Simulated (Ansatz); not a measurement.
System (SMILES): Cl[CH2] (CH2-Cl), doublet.
Atoms: C1, Cl2, H3, H4. Bonds: C1-Cl2, C1-H3, C1-H4.

How fast the optimised C1-Cl2 bond length converges with the basis for several methods (Ansatz, a program for electronic structure): deviation from each method's own reference, in Å. References: B3LYP 1.6973 Å, the value in def2-QZVPPD; HF 1.7038 Å, the value in def2-QZVPPD; MP2 1.6845 Å, the value in def2-QZVPP; PBE 1.6948 Å, the value in def2-QZVPPD. All functions are spherical. In correlated methods cores are frozen. Core-valence sets carry the plain set on hydrogen. Open shells are unrestricted. No added dispersion term, no relativity. The reference of a correlated method is not its basis-set limit, which lies further on.

```
basis              functions   B3LYP       HF  MP2      PBE
-----------------  ---------  ------  -------  ---  -------
def2-SVP                  42  0.0107   0.0096    …   0.0108
cc-pV(D+d)Z               47  0.0083   0.0062    …   0.0069
def2-TZVP                 80  0.0007   0.0012    …   0.0008
cc-pV(T+d)Z               97  0.0013   0.0018    …   0.0012
def2-TZVPP               101  0.0006   0.0012    …   0.0006
6-311++G(3df,3pd)        122  0.0001  -0.0001    …  -0.0002
cc-pCVTZ                 130  0.0021   0.0020    …   0.0021
def2-QZVPP               187  0.0000   0.0000    …   0.0000
```

**Question.** Complete the blanks.

**Answer.** 
- def2-SVP, MP2: 0.0123
- cc-pV(D+d)Z, MP2: 0.0133
- def2-TZVP, MP2: 0.0046
- cc-pV(T+d)Z, MP2: 0.0040
- def2-TZVPP, MP2: 0.0028
- 6-311++G(3df,3pd), MP2: 0.0010
- cc-pCVTZ, MP2: 0.0036
- def2-QZVPP, MP2: 0.0000

Mean absolute deviation over def2-TZVP, cc-pV(T+d)Z, def2-TZVPP, 6-311++G(3df,3pd), cc-pCVTZ: PBE 0.0010, B3LYP 0.0010, HF 0.0013, MP2 0.0032 Å.
